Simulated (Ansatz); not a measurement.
A relaxed structure of Au. Method: r2SCAN (plane waves to 500 eV, PAW, scalar-relativistic; Ansatz, a program for electronic structure).

```cif
data_Au
_chemical_formula_sum 'Au1'
_space_group_name_H-M_alt 'P 1'
_space_group_IT_number 1
_cell_length_a 2.91712
_cell_length_b 2.91712
_cell_length_c 2.91712
_cell_angle_alpha 120.026
_cell_angle_beta 120.026
_cell_angle_gamma 89.956
loop_
_space_group_symop_operation_xyz
  'x, y, z'
loop_
_atom_site_label
_atom_site_type_symbol
_atom_site_fract_x
_atom_site_fract_y
_atom_site_fract_z
_atom_site_occupancy
Au1 Au 0.50000 0.50000 0.00000 1
```

Question: Find the space group and the Wyckoff positions (tolerance 0.01 Å).

Answer: Space group Fm-3m (No. 225); a = b = c = 4.125 Å, α = β = γ = 90.00°

```
atom  site  symmetry       x       y       z
----  ----  --------  ------  ------  ------
Au      4b      m-3m  0.5000  0.5000  0.5000
```

This is the fcc (Cu type).

Question: Give the shortest distances between elements (the closest pairs, up to four, under 3.6 Å).

Answer: Au–Au 2.92 Å.

- Volume per atom: 17.55 Å³
- Density: 18.64 g/cm³
- Band gap: no gap (metallic)

No spin polarisation in the result.

Measured for Au: a 4.062 Å (static lattice; corrected from measurement; as listed in Daniel Mejia-Rodriguez, S. B. Trickey, Phys. Rev. B (2018)). Computed minus measured — a: r2SCAN +1.5 %. The computed values are for a static lattice.

It was reached from a disturbed copy of a Fd-3m (No. 227) cell (diamond type), against which it lies -0.80 eV/atom.
